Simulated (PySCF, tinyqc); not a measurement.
A ladder of methods, and size consistency: correlation methods against full CI in the sto-3g basis, for CH2, spin multiplicity 1. Computed by the program tinyqc with PySCF. All electrons correlated; +Q is the Davidson correction (1 - c0^2) E_corr. The last columns treat two copies 100 angstrom apart as one system. FCI is the lowest singlet.

Geometry (angstrom):
```
atom       x        y       z
C     0.0000   0.0000  0.0000
H     0.0000   1.0280  0.7370
H     0.0000  -1.0280  0.7370
```

RHF energy of one = -38.343826 hartree

Correlation energies (hartree):
```
method   E_corr of one  share of FCI (%)  E_corr of two at 100 angstrom  two minus twice one (mhartree)
MP2           -0.04456            59.271                       -0.08913                           0.000
CISD          -0.07117            94.656                       -0.13394                           8.394
CISD+Q        -0.07604           101.138                       -0.14853                           3.554
CCSD          -0.07460            99.221                       -0.14920                           0.000
CCSD(T)       -0.07488            99.588                       -0.14975                           0.000
FCI           -0.07519           100.000                              -                               -
```

What does the comparison show, and why?

MP2 recovers 59 %, CISD 94.7 % and CCSD 99.2 % of the FCI value (c0^2 = 0.932 in CISD). MP2 and coupled cluster are size consistent, so their last column vanishes; CISD loses 8.39 mhartree, since a double excitation on each copy is a quadruple of the pair, and the Davidson correction leaves +3.55. The restricted reference is unstable here: a spin-polarised solution lies 0.0246 hartree lower (PySCF), so results built on it describe a poor reference.
